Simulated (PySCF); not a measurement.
Rock-salt MgS: correlation energy from several methods in one and the same small orbital space (PySCF; 2 atoms at the zone centre, 8 electrons in 55 orbitals, empty ones MP2 natural orbitals of a TZ basis, lattice constant set to 5.98379 Å). Its volume lies 52 % above that of the crystal's usual cell. It tests the methods against each other and lies far from the crystal's limit.

```json
[
 {"method": "MP2", "E_corr (eV per atom)": "-2.2570", "share of CCSDT(Q) (%)": "78.0", "difference (meV)": "638"},
 {"method": "CCSD", "E_corr (eV per atom)": "-2.7562", "share of CCSDT(Q) (%)": "95.2", "difference (meV)": "139"},
 {"method": "CCSD(T)", "E_corr (eV per atom)": "-2.8654", "share of CCSDT(Q) (%)": "99.0", "difference (meV)": "30"},
 {"method": "CCSDT", "E_corr (eV per atom)": "-2.8859", "share of CCSDT(Q) (%)": "99.7", "difference (meV)": "10"},
 {"method": "CCSDT(Q)", "E_corr (eV per atom)": "-2.8954", "share of CCSDT(Q) (%)": "100.0", "difference (meV)": "0"}
]
```

MP2, (T) and (Q) use filled levels shifted down by the Madelung term, which in so small a cell is a large part of the gap, so these rows hang on it.

CCSDT(Q) is the highest level reached here, not an exact value.
